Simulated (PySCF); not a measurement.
First SCF of a structure search on singlet S₂F₂, at a hand-made trigonal pyramidal geometry. PySCF input:

```python
from pyscf import gto, scf, dft
mol = gto.M(atom='''
S     -0.000000    -0.619870    -0.000010
S      1.173850     0.848690    -0.000010
F     -0.987710    -0.192540    -1.276970
F     -0.987740    -0.192540     1.277000''',
    basis={'S': 'def2-TZVP', 'F': 'def2-TZVP'},
    charge=0, spin=0)
mf = dft.RKS(mol, xc='PBE')
mf.grids.atom_grid = (50, 194)
aux = {'S': 'def2-universal-JKFIT', 'F': 'def2-universal-JKFIT'}
mf = mf.density_fit(auxbasis=aux)
mf.conv_tol = 1e-08
mf.diis_space = 10
mf.max_cycle = 60
mf.init_guess = 'minao'
mf.verbose = 4
mf.kernel()
```

Excerpt of the output (cycles and frontier levels):

```
init E= -996.16916728317
  HOMO = -0.284880801948315  LUMO = -0.111629262056432  gap/eV = 4.71441
cycle= 1 E= -995.525639585743  delta_E= 0.644  |g|= 0.817  |ddm|= 2.03
  HOMO = -0.227168626764946  LUMO = -0.138204719868988  gap/eV = 2.42083
cycle= 2 E= -994.692053133902  delta_E= 0.834  |g|= 2.21  |ddm|= 1.73
  HOMO = -0.260529075567879  LUMO = -0.10668531293895  gap/eV = 4.18630
cycle= 3 E= -995.626440910098  delta_E= -0.934  |g|= 0.284  |ddm|= 1.43
  HOMO = -0.25351379633504  LUMO = -0.125767132984732  gap/eV = 3.47616
cycle= 4 E= -995.623185956388  delta_E= 0.00325  |g|=  0.3  |ddm|= 0.483
  HOMO = -0.264142136948346  LUMO = -0.124131785318055  gap/eV = 3.80988
cycle= 5 E= -995.648106383405  delta_E= -0.0249  |g|= 0.0593  |ddm|= 0.284
  HOMO = -0.260573374182749  LUMO = -0.121467923584146  gap/eV = 3.78525
cycle= 6 E= -995.648936064242  delta_E= -0.00083  |g|= 0.00871  |ddm|= 0.0486
  HOMO = -0.260935026495645  LUMO = -0.121415524079071  gap/eV = 3.79652
cycle= 7 E= -995.648954931341  delta_E= -1.89e-05  |g|= 0.0014  |ddm|= 0.0084
  HOMO = -0.260859603326981  LUMO = -0.121369241099689  gap/eV = 3.79573
cycle= 8 E= -995.648955273387  delta_E= -3.42e-07  |g|= 0.000578  |ddm|= 0.00124
  HOMO = -0.26091320154402  LUMO = -0.121391488098644  gap/eV = 3.79658
cycle= 9 E= -995.648955357283  delta_E= -8.39e-08  |g|= 0.000295  |ddm|= 0.000576
  HOMO = -0.260916110905305  LUMO = -0.121390484249918  gap/eV = 3.79669
cycle= 10 E= -995.648955371869  delta_E= -1.46e-08  |g|= 8.35e-05  |ddm|= 0.000195
  HOMO = -0.260911526584219  LUMO = -0.121386677230188  gap/eV = 3.79666
cycle= 11 E= -995.64895537317  delta_E= -1.3e-09  |g|= 1.06e-05  |ddm|= 5.84e-05
  HOMO = -0.260910582892293  LUMO = -0.121386230735333  gap/eV = 3.79665
Extra cycle  E= -995.648955372999  delta_E= 1.71e-10  |g|= 2.99e-05  |ddm|= 2.96e-05
converged SCF energy = -995.648955372999
```

No lower solution of this spin was found by a stability analysis within the restricted form, which does not test spin polarisation.

The search for the lowest solution, with the stability check, took 8.6 s on 4 threads of a shared Arm Neoverse N1 host, with 136 basis functions; the process peaked at 0.38 GiB. Launch command: `OMP_NUM_THREADS=4 python axn.py task.json out`.
